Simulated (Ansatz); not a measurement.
# SiCF (doublet): the correlation ladder, cc-pVTZ

An exercise on one series of results from a longer session: the logs are not shown, and one member is left open.

Method: cc-pVTZ, core rule «outside noble gas», up to 7 orbitals frozen; program: Ansatz 0.2.0, Gaussian basis.

To be run: UHF; CCSD(T) on ROHF; CCSD(T) on UHF; BCCD(T) on ROHF; CCSDT(Q) on ROHF; CCSDT(Q) on UHF.

10 further runs of the same task are left out: 4 for a known fault of the program, 1 that didn't finish, 5 set aside as unsound or not needed.

## The geometry

The geometry is a PBE0/def2-TZVP stationary point (not a proven minimum).

3 atoms, charge 0, spin multiplicity 2.

Atoms are counted from 1 here; the program's logs count them from 0.

Bond lengths: C1–Si2 1.730 Å, Si2–F3 1.588 Å. Angles: C1–Si2–F3 180.0°.

Geometry (Å):

```xyz
3

C     0.0000    0.0000    1.6828
Si    0.0000    0.0000   -0.0474
F     0.0000    0.0000   -1.6354
```

Set-up of the first run:

File in.yaml:

```yaml
crystal:
  periodic: [false, false, false]
  atoms:
    - {symbol: C, position_ang: [0.000000, 0.000000, 1.682800]}
    - {symbol: Si, position_ang: [0.000000, 0.000000, -0.047400]}
    - {symbol: F, position_ang: [0.000000, 0.000000, -1.635400]}
basis:
  gaussian: {orbitals: cc-pVTZ}
magnetization: {spin_polarized: true, initial_magnetization: 1}
hamiltonian: {xc: hf}
output: {orbitals: {seedname: orbitals}}
```

Command:

```bash
> ansatz run in.yaml --threads 1 --pin off --events-out ev --progress --plain --max-ram 4096MiB --backend cpu
```

Among the steps run: UHF; CCSD(T) on ROHF; CCSD(T) on UHF; BCCD(T) on ROHF; CCSDT(Q) on ROHF; CCSDT(Q) on UHF.

One table of the session follows, with a row left open; its other results are not shown here.

| method | from RCCSDT(Q) (meV) |
| --- | --- |
| ROHF | +14786.3 |
| RMP2 | ? |
| UMP2 | +2211.9 |
| RCCSD | +849.4 |
| UCCSD | +924.3 |
| RCCSD(T) | +93.8 |
| UCCSD(T) | +192.3 |
| BCCD(T) | +93.5 |
| RCCSDT | +72.6 |
| UCCSDT | +86.2 |
| RCCSDT(Q) | 0 |
| UCCSDT(Q) | -8.4 |

**Question.** Estimate the row for RMP2.

As computed: from RCCSDT(Q) (meV): +1114.4. In the column «from RCCSDT(Q) (meV)» it lies between UCCSD (+924.3) and UMP2 (+2211.9).

Left out of the table: UHF (another determinant or state than the rows shown).

Caveats from the session: The determinant is far from a pure spin state, so its energy mixes those of several spin states (harmless only where they are near-degenerate, as at dissociation). Warnings: spin contamination; coupled cluster took another determinant than the lowest. Restricted and unrestricted rows rest on different reference determinants; where their highest levels disagree by more than a few hundredths of an eV, they describe different states and don't form one ladder.
